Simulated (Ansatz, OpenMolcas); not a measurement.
How methods differ on PH (SMILES [PH])

The species is PH (2 atoms), meant as a triplet with charge 0. As SMILES, `[PH]`. The coordinates come from a GFN2-xTB relaxation.

| atom | x (Å) | y (Å) | z (Å) |
| --- | --- | --- | --- |
| P | 0.0000 | 0.0000 | 0.0000 |
| H | 0.0000 | 0.0000 | 1.3991 |

Quantity: the energy change with the P1–H2 bond stretched from 1.399 to 2.798 Å, in eV. The values are calculated.

```csv
level,kind,program,value (eV),less FCI/cc-pVDZ,CPU time (all runs)
UHF/cc-pVDZ,Hartree–Fock,Ansatz,2.06,-0.51,0.52 s
USVWN5/cc-pVDZ,LDA,Ansatz,3.01,+0.44,1.5 s
UPBE/cc-pVDZ,GGA,Ansatz,2.85,+0.28,2.4 s
U-r2SCAN/cc-pVDZ,meta-GGA,Ansatz,2.82,+0.25,5.7 s
UB3LYP/cc-pVDZ,global hybrid,Ansatz,2.91,+0.34,2.4 s
UBHLYP/cc-pVDZ,global hybrid,Ansatz,2.91,+0.34,2.3 s
UCAM-B3LYP/cc-pVDZ,range-separated hybrid,Ansatz,2.92,+0.35,3 s
UCCSDT/cc-pVDZ,coupled cluster or CI,Ansatz,2.57,0.00,2.5 s
FCI/3-21G,exact in the basis,OpenMolcas,1.99,-0.58,3.6 s
FCI/cc-pVDZ,exact in the basis,Ansatz,2.57,0.00,2.8 s
```

FCI/cc-pVDZ is exact within its basis and frozen core, so for wave-function methods in that basis the difference is their error; functionals converge differently with the basis, so for them it is only a difference. The first shape isn't each level's own minimum. The values span 1.99 to 3.01 eV. Spin contamination of the reference (⟨S²⟩ at least 0.1 too high) touches UHF/cc-pVDZ, USVWN5/cc-pVDZ, UPBE/cc-pVDZ, U-r2SCAN/cc-pVDZ, UB3LYP/cc-pVDZ, UBHLYP/cc-pVDZ, UCAM-B3LYP/cc-pVDZ, UCCSDT/cc-pVDZ. High-level rows in very small sets aren't better than simpler rows in larger ones. Times are those of the runs behind each value, whatever else they computed, on shared processors of several kinds: orders of magnitude only.
